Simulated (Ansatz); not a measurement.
We consider Cd2P3I (C2/c, No. 15; cell taken from a computed entry), described by PBEsol in Ansatz (PAW).

Settings: plane-wave cutoff 520 eV, 6×6×6 k mesh, Fermi–Dirac smearing 0.01 eV, scalar-relativistic PAW data made under PBE.

Cell (relaxed with PBEsol):

```cif
data_Cd8I4P12
_chemical_formula_sum 'Cd8 P12 I4'
_space_group_name_H-M_alt 'C2/c'
_space_group_IT_number 15
_space_group_name_Hall '-C 2yc'
_cell_length_a 8.20657
_cell_length_b 9.25219
_cell_length_c 7.47261
_cell_angle_alpha 90.000
_cell_angle_beta 99.690
_cell_angle_gamma 90.000
loop_
_atom_site_label
_atom_site_type_symbol
_atom_site_symmetry_multiplicity
_atom_site_Wyckoff_symbol
_atom_site_fract_x
_atom_site_fract_y
_atom_site_fract_z
_atom_site_occupancy
Cd1 Cd 8 f 0.25141 0.14372 0.28366 1
P1 P 4 e 0.00000 0.19676 0.75000 1
P2 P 8 f 0.38684 0.45432 0.03632 1
I1 I 4 e 0.00000 0.37933 0.25000 1
```
(The calculation used a cell of 12 atoms; values per cell refer to that cell.)

Task: Predict the band gap, smallest direct gap on the k points sampled and Γ–Γ gap.

Result: 
- band gap = 1.03 eV
- smallest direct gap on the k points sampled = 1.48 eV
- Γ–Γ gap = 1.87 eV

Spin–orbit coupling is not included; with these elements it can move the gap by several tenths of an eV or more.

Ansatz is a first-principles code.
